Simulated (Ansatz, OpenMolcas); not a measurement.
## [AlH4]− (SMILES [H][Al-]([H])([H])[H]): the vertical detachment energy, rung by rung

[AlH4]−: 5 atoms, total charge -1, spin state singlet. As SMILES, `[H][Al-]([H])([H])[H]`. Geometry: a GFN2-xTB relaxation, a rough one for these elements and not checked as a minimum.

Each level gives the vertical detachment energy (to the doublet neutral) (eV). The values are calculated.

| level | kind | program | value (eV) | less FCI/6-31G | CPU time (all runs) |
| --- | --- | --- | --- | --- | --- |
| SVWN5/6-31G | LDA | Ansatz | 4.13 | -0.05 | 3.2 s |
| BLYP/6-31G | GGA | Ansatz | 3.98 | -0.20 | 5.4 s |
| CAM-B3LYP/6-31G | range-separated hybrid | Ansatz | 4.61 | +0.43 | 6.9 s |
| wB97M-V/6-31G | range-separated hybrid | Ansatz | 4.60 | +0.42 | 51 s |
| B2PLYP/6-31G | double hybrid | Ansatz | 4.46 | +0.28 | 7.9 s |
| RPA@PBE/6-31G | RPA | Ansatz | 3.31 | -0.87 | 6.7 s |
| BCCD(T)/6-31G | coupled cluster or CI | Ansatz | 4.20 | +0.02 | 0.9 s |
| FCI/STO-3G, open shells restricted | exact in the basis | OpenMolcas | 0.41 | -3.77 | 4 s |
| FCI/6-31G | exact in the basis | Ansatz | 4.18 | 0.00 | 24 s |

FCI/6-31G is exact within its basis and frozen core, so for wave-function methods in that basis the difference is their error; functionals converge differently with the basis, so for them it is only a difference. Sets without diffuse functions describe the anion poorly. The values span 0.41 to 4.61 eV. All rows use very small basis sets, so none should be taken for the real molecule's value. In so small a basis fixed costs decide the times, and correlated methods can beat functionals. Times are those of the runs behind each value, whatever else they computed, on shared processors of several kinds: orders of magnitude only.
